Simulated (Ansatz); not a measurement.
hcp Be

Calculation: HSE06 (plane waves, PAW; Ansatz, a first-principles code).

Run with plane-wave cutoff 500 eV, 12×8×1 k mesh (along the axes of the cell as run), Fermi–Dirac smearing 0.1 eV, scalar-relativistic PAW data made under PBE.

Cell: relaxed with r²SCAN.

| Item | Result |
|---|---|
| surface energy of the (10-10) face | 3.71 J/m² |
| work function of the (10-10) face | 4.89 eV |

Note: exact exchange on metals is sensitive to the k mesh and can open a false gap; the run warned that the count of filled bands differs between k points.

The slab of 12 atoms is relaxed and unreconstructed.

Static lattice: no zero-point or thermal effects.

The result took very roughly 6 core-minutes.
